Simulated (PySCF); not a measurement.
Which basis set comes closest?

Molecule: Propionyl Chloride, C3H5ClO.

Bonds (- single, = double, # triple, : aromatic): C1-C2 1.516 Å, C2-C3 1.500 Å, C3=O4 1.182 Å, C3-Cl5 1.797 Å. C1 carries H6, H7, H8; C2 carries H9, H10.

Geometry PBE0-D3(BJ)/def2-SVP throughout; GIAO in PySCF 2.14.0 with density-fitted response routines, gas phase, one conformer, non-relativistic; equivalent atoms averaged; functional PBE0.

Reference values (measured; solution, not stated per compound (mostly CDCl3 or CCl4); Pretsch, Buehlmann, Badertscher, Structure Determination of Organic Compounds, 4th ed. (2009)): δ(C2) = 41.0 ppm, δ(C1) = 9.3 ppm, δ(H9/H10) = 2.93 ppm, δ(H6/H7/H8) = 1.24 ppm. Computed shifts are taken against TMS, calculated as an isolated molecule at each level.

Q: How do the basis sets STO-3G, 6-31G, 6-31G*, def2-SVP, 6-311+G(2d,p), def2-TZVP perform against the reference? Times are CPU seconds on 1 thread of an Arm Neoverse V2, shared host.

A: 
| basis set | functions | C2 | C1 | H9/H10 | H6/H7/H8 | mean abs. error C | mean abs. error H | core-s |
| --- | --- | --- | --- | --- | --- | --- | --- | --- |
| STO-3G | 34 | 35.9 | 18.1 | 2.40 | 1.20 | 7.0 | 0.29 | 1.8 |
| 6-31G | 59 | 41.9 | 10.7 | 2.83 | 1.15 | 1.1 | 0.10 | 3.5 |
| 6-31G* | 84 | 40.3 | 10.4 | 2.65 | 1.00 | 0.9 | 0.26 | 4.7 |
| def2-SVP | 99 | 39.2 | 9.6 | 2.55 | 0.87 | 1.0 | 0.38 | 5 |
| 6-311+G(2d,p) | 173 | 43.2 | 9.8 | 2.96 | 1.04 | 1.4 | 0.11 | 10 |
| def2-TZVP | 191 | 44.0 | 10.5 | 2.94 | 1.03 | 2.1 | 0.11 | 12 |

For ¹³C the closest is 6-31G* (0.9 ppm, with def2-SVP, 6-31G practically level) and the furthest STO-3G (7.0 ppm).

For ¹H the closest is 6-31G (0.10 ppm, with def2-TZVP, 6-311+G(2d,p) practically level) and the furthest def2-SVP (0.38 ppm). Where a smaller basis beats a larger one, errors probably cancel. One molecule is a small sample, and vibrational and solvent effects are absent from the calculation.

A small basis that lands close on one nucleus may do so by chance; judge by the trend and by all nuclei.
